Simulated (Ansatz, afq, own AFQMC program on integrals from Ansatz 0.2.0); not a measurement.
## PH₂, doublet: AFQMC among the cluster methods

```yaml
atoms:
  - { symbol: P, position_ang: [0.3649, -0.3373, -0.3282] }
  - { symbol: H, position_ang: [-1.0040, -0.6554, -0.0486] }
  - { symbol: H, position_ang: [0.0262, 1.0233, -0.6238] }
```

Basis def2-TZVP. Noble-gas cores (and the filled d shells of Ga–Kr and In–Xe) are frozen. AFQMC by an in-house program on the Cholesky factors that Ansatz 0.2.0 writes for its CCSD(T) run. ph-AFQMC/CISD is guided by a CISD state made of CCSD amplitudes; releasing the constraint for a short imaginary time cuts its bias at the price of noise, slowly where states lie close. ± is one standard error of the sampling.

Determinant: UHF, the one that the program's search chose, which needn't be the lowest solution. The geometry is a PBE0/def2-SVP stationary point of this or a neighbouring charge and spin state.

No full CI on the walks' own integrals is used here; CCSDT(Q) serves as the reference and is uncertain by about the last step of the cluster series.

```
T1 diagnostic                               : 0.0154
weight of the determinant in the CISD state : 0.912
⟨S²⟩ of the determinant                     : 0.770
size of the correlated space                : 7 electrons in 44 orbitals
```

```csv
level,correlation energy (eV)
MP2,-3.5177
CCSD,-4.2857
CCSD(T),-4.4270
```

(1) Estimate where AFQMC with the constraint released lies against CCSD(T) on the same integrals.

(1) 30.3 ± 1.9 meV below CCSD(T).

Reference: CCSDT(Q), correlation energy -4.457 eV. The released energy is read at 2.40 1/Eh (meV from the phaseless value at times in 1/Eh: -2.5 ± 2.3 at 0.24, -5.2 ± 1.8 at 0.51, -4.7 ± 1.5 at 0.99, -5.4 ± 1.5 at 1.62, -7.3 ± 1.9 at 2.40).

```tsv
level	E − E(reference) (meV)	share of correlation (%)
CCSD(T)	29.8	99.33
CCSDT	4.7	99.89
ph-AFQMC/CISD	6.8 ± 3.4	99.85
released AFQMC	-0.5 ± 1.9	100.01
```

A walk keeps the symmetry of its determinant, which the program's search chose and which needn't be the lowest solution, so a lower state of the same spin and another symmetry isn't excluded. Released energies are given only where the last usable release times agree within the noise; a slower fall can still hide under it.
